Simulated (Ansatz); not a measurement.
Species: hydrazine, N$_{2}$H$_{4}$, net charge 0, singlet state. 
Coordinates optimised at B3LYP-D3(BJ)/def2-TZVP (Ansatz, a first-principles code):
```
N
H 1 1.0116
H 1 1.0154 2 108.30
N 1 1.4300 2 107.93 3 122.00
H 4 1.0116 1 107.93 2 150.52
H 4 1.0154 5 108.30 1 -122.00
```
Charge 0, spin multiplicity 1.

Wanted: vertical triplet-singlet gap (E(triplet) - E(singlet); each state is the SCF solution reached for its spin), in eV. Cores are frozen in the correlated levels unless marked. UHF or UKS for open shells. Spin-orbit coupling is left out. No relativistic terms. CBS(X,Y): correlation extrapolated as X^-3; Hartree-Fock from the larger set. [CCSD(T)-MP2]/basis is that difference in the basis named.

RI-MP2/CBS(def2-TZVPPD,def2-QZVPPD)+[CCSD(T)-MP2]/def2-TZVPPD (Ansatz) gives 6.28 eV.

Question: Another calculation gave 5.99 eV. Which level was it?
A) wB97M-V/def2-TZVPD (Ansatz)
B) PBE/def2-TZVPD (Ansatz)
C) B2PLYP/def2-TZVPD (Ansatz)
D) PBE0/def2-TZVPD (Ansatz)

Answer: D, PBE0/def2-TZVPD (Ansatz). The others give 6.31 (wB97M-V), 5.69 (PBE), 6.14 (B2PLYP) eV.
